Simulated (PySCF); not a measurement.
## Magnesium: a sound run and one with changed settings

Sound run: Mg [Ne] 3s2, Mg⁺ [Ne] 3s1. All numbers are calculated (PySCF 2.14, the non-relativistic Hamiltonian (point nucleus), in pcseg-2 (5s3p1d, 19 functions)). In the sound run the correlated levels freeze [Ne]. The sound run starts from symmetry-adapted Hartree-Fock orbitals and uses a fine grid where one is needed.

A second run was set up differently.

| species | method | sound run (hartree) | changed run (hartree) | converged |
| --- | --- | --- | --- | --- |
| Mg | MP2 | -199.62441 | -199.64182 | yes |
| Mg | CCSD(T) | -199.63649 | -199.65465 | yes |
| Mg⁺ | MP2 | n/a | -199.37709 | yes |
| Mg⁺ | CCSD(T) | n/a | -199.37835 | yes |

Ionisation energy of Mg:

```csv
method,sound run (eV),changed run (eV)
UHF,6.601,6.601
MP2,7.161,7.204
SCS-MP2,7.273,7.306
CCSD,7.490,7.510
CCSD(T),7.490,7.519
```

(1) What was changed?
A. a valence shell is frozen
B. all electrons correlated in a valence basis
C. minimal basis
D. too few SCF iterations

Results:

(1) B. A valence basis has no tight correlating functions, so it recovers only part of the core correlation, and not evenly between atom and ion.
